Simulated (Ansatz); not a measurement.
**Relative stability**

Two relaxed structures of CH3OSi (charge -1), closed shell (PBE0-D4/def2-TZVPD; forces vanish, vibrations not checked).

A:

```
6
angstrom
C -0.6998 0.2392 -0.5822
Si 0.5742 -0.3135 0.4479
O 1.2400 -1.6901 0.7099
H -1.2754 -0.3766 -1.2673
H -0.9645 1.2946 -0.5574
H 1.1255 0.8463 1.2490
```

B:

```
6
angstrom
C -0.6114 0.1946 -0.5017
Si 0.6701 -0.1827 0.6232
O 0.9218 -1.8915 0.4598
H -1.1291 -0.5100 -1.1574
H -0.9584 1.2254 -0.5883
H 1.6218 -2.1390 1.0641
```

Program: Ansatz 0.2.0. Basis: def2-TZVPPD. Cores are frozen in the correlated methods. B3LYP uses VWN-RPA correlation.

Problem. Which structure is lower at CCSD(T), and by how much? (An estimate is asked for; the value comes from the calculation.)

Solution. By the calculation: A, by 10.43 kcal/mol (electronic energy, against the other). By their contacts, A is CH₃OSi ([CH2][SiH][O]), total charge -1 and B is CH₃OSi ([CH2][Si][OH]), total charge -1.

All methods give the same order:

| method | E(B) − E(A) (kcal/mol) |
| --- | --- |
| PBE-D4 | 10.76 |
| r2SCAN-D4 | 12.80 |
| PBE0-D4 | 10.23 |
| B3LYP-D4 | 11.81 |
| wB97M-V | 9.96 |
| HF | 10.47 |
| MP2 | 13.52 |
| CCSD | 10.23 |
| CCSD(T) | 10.43 |

T1 diagnostic: at most 0.018.

Labels in which every atom is bracketed show which atoms are joined, not bond orders.

For scale, one of the runs: CCSD(T)/def2-TZVPPD, 176 basis functions, launched by `ansatz run in.yaml --threads 2 --pin off --events-out ev --progress --plain --max-ram 4352MiB`. Hardware: 2 CPU threads of an Arm Neoverse V2, shared host. Wall time 25 s; peak host memory 1.6 GiB.
